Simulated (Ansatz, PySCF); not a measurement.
Molecule: C2H2O (charge 0, singlet). 
Coordinates optimised at B3LYP-D3(BJ)/def2-TZVP (Ansatz, a quantum-chemistry and plane-wave program):
SMILES: C=C=O
```xyz
5

C      0.0091     0.0017    -1.2056
C     -0.0008    -0.0001     0.1027
H      0.0282     0.9401    -1.7377
H     -0.0018    -0.9351    -1.7406
O     -0.0096    -0.0018     1.2620
```
Charge 0, spin multiplicity 1.

Wanted: vertical ionisation energy (to the doublet state of charge +1; each state is the SCF solution reached for its spin), in eV. Correlated levels leave the core frozen unless marked. UHF or UKS for open shells. Spin-orbit coupling is left out. No relativistic terms. Basis-set limits of correlation are two-point, X^-3; Hartree-Fock from the larger set. [CCSD(T)-MP2]/basis is that difference in the basis named.

```json
[
 {"level": "HF/aug-cc-pVTZ", "program": "Ansatz", "vertical ionisation energy (eV)": "8.58", "minus last row": "-1.27"},
 {"level": "PBE/def2-TZVPD", "program": "Ansatz", "vertical ionisation energy (eV)": "9.72", "minus last row": "-0.13"},
 {"level": "PBE0/def2-TZVPD", "program": "Ansatz", "vertical ionisation energy (eV)": "9.73", "minus last row": "-0.12"},
 {"level": "M06-2X/def2-TZVPD", "program": "PySCF", "vertical ionisation energy (eV)": "9.88", "minus last row": "0.03"},
 {"level": "wB97X-V/def2-TZVPD", "program": "Ansatz", "vertical ionisation energy (eV)": "9.76", "minus last row": "-0.09"},
 {"level": "B2PLYP/def2-TZVPD", "program": "Ansatz", "vertical ionisation energy (eV)": "9.70", "minus last row": "-0.15"},
 {"level": "MP2/aug-cc-pVDZ", "program": "Ansatz", "vertical ionisation energy (eV)": "9.76", "minus last row": "-0.09"},
 {"level": "MP2/aug-cc-pVTZ", "program": "Ansatz", "vertical ionisation energy (eV)": "9.94", "minus last row": "0.09"},
 {"level": "RI-MP2/CBS(aug-cc-pVTZ,aug-cc-pVQZ)", "program": "Ansatz", "vertical ionisation energy (eV)": "10.06", "minus last row": "0.21"},
 {"level": "RI-MP2/CBS(aug-cc-pVTZ,aug-cc-pVQZ)+[CCSD(T)-MP2]/aug-cc-pVTZ", "program": "Ansatz", "vertical ionisation energy (eV)": "9.85", "minus last row": "0.00"}
]
```

For comparison, minus the highest occupied orbital energy (PySCF): 8.39 eV at M06-2X/def2-TZVPD, 10.01 eV at HF/def2-TZVPD, 7.25 eV at PW6B95/def2-TZVPD.
